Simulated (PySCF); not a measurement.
## Energy profile

The step: SiH₃F ([F][SiH3]) + NH₃ → SiNH₅ ([NH2][SiH3]) + HF; bonds formed: Si1–N7, F2–H6; bonds broken: Si1–F2, H6–N7 (atoms numbered as in the saddle structure below).

Si1  (-0.588, -0.036, -0.627)
F2  (1.403, 0.715, -0.888)
H3  (-0.141, -1.028, -1.624)
H4  (-1.890, -0.613, -0.134)
H5  (-0.955, 1.344, -0.999)
H6  (1.230, 0.342, 0.305)
N7  (0.378, -0.122, 0.956)
H8  (0.541, -1.058, 1.306)
H9  (0.022, 0.458, 1.705)
(Å)

Electronic energies by CCSD(T) at an estimated basis limit (MP2 extrapolated from triple and quadruple zeta, plus CCSD(T) − MP2 in triple zeta), on PBE0-D4/def2-TZVP structures; SiNH₆F, singlet; no counterpoise correction. Program: PySCF 2.14 with density fitting (its default auxiliary sets; JK sets also for MP2 and CCSD(T)). Basis: def2-TZVPP and def2-QZVPP. Cores are frozen in the correlated methods. Extrapolation: Hartree–Fock as exp(−7.88 √X), correlation as X^−2.97.

**Question.** Give the profile in kJ/mol, counted from the separated reactants. (To be estimated.)

**Answer.** The calculation gives:
| point | kJ/mol |
| --- | --- |
| separated: SiH₃F (linked as [F][SiH3]; Si1, F2, H3, H4, H5; singlet) + NH₃ (H6, N7, H8, H9; singlet) | 0.0 |
| start structure | -13.3 |
| saddle | 118.0 |
| end structure | 42.9 |
| separated: SiNH₅ (linked as [NH2][SiH3]; Si1, H3, H4, H5, N7, H8, H9; singlet) + HF (F2, H6; singlet) | 84.3 |

T1 diagnostic: at most 0.012.

The step is the kind of exchange with an N–H group that builds nitride films in atomic layer and chemical vapour deposition.

For scale, one of the runs: CCSD(T)/def2-TZVPP, 188 basis functions, launched by `OMP_NUM_THREADS=4 python run.py`. Hardware: 4 CPU threads of an Arm Neoverse V2, shared host. Wall time 4.4 min; peak host memory 2 GiB.
